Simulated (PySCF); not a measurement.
Gas-phase reaction: AlCH3 + CH3C(CH3)2CH3 = Al(CH3)3 + C3H6 (cyclic)

Method: PySCF energies plus ideal-gas RRHO corrections (1 bar). † marks an energy on the PBE0/def2-TZVP geometry and frequencies; other levels use their own. MP2 and CCSD(T) freeze the core. 6-31G* has spherical d functions here. All species are closed-shell singlets. B3LYP is the form with VWN-RPA correlation. AlCH3: computed as isolated molecules; such fragments, hydroxides, amides, oligomers or adducts are transient or little studied in the gas. MP2 isn't extrapolated to the basis-set limit. CCSD(T) isn't extrapolated to the basis-set limit.

```tsv
level	ΔH°(298 K), kJ
B3LYP/def2-TZVP†	(withheld)
CCSD(T)/def2-SVP†	(withheld)
HF/6-31G*	1
MP2/def2-SVP†	-2
PBE/def2-TZVP†	-39
PBE0/def2-SVP†	-27
r2SCAN/def2-TZVP†	-49
ωB97M-V/def2-TZVP†	(withheld)
ωB97X-V/def2-TZVP†	(withheld)
```

What belongs in the gaps?


- B3LYP/def2-TZVP†, ΔH°(298 K), kJ: -36
- CCSD(T)/def2-SVP†, ΔH°(298 K), kJ: 18
- ωB97M-V/def2-TZVP†, ΔH°(298 K), kJ: -24
- ωB97X-V/def2-TZVP†, ΔH°(298 K), kJ: -34
